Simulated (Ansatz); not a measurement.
in.yaml

```yaml
crystal:
  periodic: [false, false, false]
  atoms:
    - {symbol: Al, position_ang: [0.035572, -0.099368, 1.314200]}
    - {symbol: P, position_ang: [0.056378, 0.101792, -1.121922]}
    - {symbol: H, position_ang: [-1.211925, -0.903411, 0.557786]}
    - {symbol: H, position_ang: [-0.379300, 1.294008, 1.970397]}
    - {symbol: H, position_ang: [0.147375, -1.224328, -1.603666]}
    - {symbol: H, position_ang: [-1.240858, 0.365653, -1.627923]}
basis:
  gaussian: {orbitals: "6-31G*"}
magnetization: {spin_polarized: true, initial_magnetization: 4}
hamiltonian: {xc: hf}
output: {orbitals: {seedname: orbitals}}
```

```sh
$ ansatz run in.yaml --threads 1 --pin off --events-out ev --progress --plain --max-ram 2393MiB
```

The program prints:

```
458 factors; integrals over basis functions are off by at most 8.4e-4 eV
mean field evaluation 1: about -15905.6545 eV, gradient 1.1e1 eV
mean field evaluation 2: about -15905.7096 eV, gradient 1.1e1 eV
mean field evaluation 4: about -15907.3690 eV, gradient 2.2e0 eV
mean field evaluation 8: about -15907.4213 eV, gradient 7.6e-1 eV
mean field evaluation 16: about -15908.5106 eV, gradient 5.5e-2 eV
mean field evaluation 32: about -15908.4426 eV, gradient 9.6e-1 eV
mean field evaluation 64: about -15908.4902 eV, gradient 2.6e-1 eV
mean field evaluation 96: about -15907.9627 eV, gradient 2.0e0 eV
mean field evaluation 128: about -15908.3394 eV, gradient 3.6e-1 eV
mean field evaluation 160: about -15908.4825 eV, gradient 1.1e-1 eV
mean field evaluation 192: about -15906.7959 eV, gradient 8.9e-1 eV
mean field evaluation 224: about -15905.1864 eV, gradient 1.3e1 eV
mean field evaluation 256: about -15907.1711 eV, gradient 6.0e-1 eV
mean field evaluation 288: about -15907.4663 eV, gradient 1.9e-1 eV
mean field -15908.58361172 eV, -584.6296645054 hartree, gradient 8.4e-6 eV, S^2 6.043277; 6 other end points of the search recorded, 0 dependent functions left out
reference -15908.58361172 eV, -584.6296645054 hartree; 18, 14 occupied and 28, 32 virtual orbitals, 458 factors
Total energy: -15908.58361172 eV, -584.6296645054 hartree
```

Ran on 1 thread of Arm Neoverse V2, shared host: 2.1 s wall, 0.23 GiB peak host memory.
